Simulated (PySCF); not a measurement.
Gas-phase reaction: 2 HBNH + 2 BCl3.NH3 → 3 BCl2NH2 + H2BNH2

Method: PySCF energies plus ideal-gas RRHO corrections (1 bar). † marks an energy on the PBE0/def2-TZVP geometry and frequencies; other levels use their own. MP2 and CCSD(T) freeze the core. 6-31G* has spherical d functions here. All species are closed-shell singlets. B3LYP is the form with VWN-RPA correlation. Adducts (BCl3.NH3) have no counterpoise correction, and HF, PBE, BLYP, B3LYP and PBE0 lack dispersion. HBNH, BCl3.NH3, BCl2NH2, H2BNH2: computed as isolated molecules; such fragments, hydroxides, amides, oligomers or adducts are transient or little studied in the gas. MP2 isn't extrapolated to the basis-set limit; its ΔH°(298 K) is -301.5 kJ in def2-SVP and -303.1 kJ in def2-TZVPP. CCSD(T) isn't extrapolated to the basis-set limit; its ΔH°(298 K) is -312.5 kJ in def2-SVP and -318.4 kJ in def2-TZVPP. The harmonic model lacks anharmonicity and excited electronic states, which grow with temperature; levels with a mode under 35 cm⁻¹ are left out. Internal rotation in BCl3.NH3, BCl2NH2 is treated as a harmonic vibration of one conformer, which makes the entropy rough.

| level | ΔE electronic, kJ | ΔH°(298 K), kJ | ΔS°(298 K), J/K | ΔG°(2500 K), kJ |
|---|---|---|---|---|
| B3LYP/def2-TZVP† | -357 | -356 | 29 | -383 |
| BLYP/def2-TZVP† | -348 | -346 | 29 | -374 |
| CCSD(T)/def2-SVP† | -314 | -312 | 29 | -340 |
| CCSD(T)/def2-TZVPP† | -320 | -318 | 29 | -346 |
| HF/6-31G* | -392 | -395 | 37 | -450 |
| HF/def2-TZVP† | -396 | -395 | 29 | -422 |
| MP2/def2-TZVPP† | -305 | -303 | 29 | -331 |
| PBE/def2-SVP | -336 | -335 | 25 | -354 |
| PBE0/def2-QZVP† | -355 | -353 | 29 | -381 |
| PBE0/def2-TZVP | -355 | -354 | 29 | -381 |
| ωB97X-V/def2-TZVP† | -340 | -338 | 29 | -366 |
ΔH° is lowest at HF/def2-TZVP† and highest at MP2/def2-TZVPP†. No reference value is set beside these.
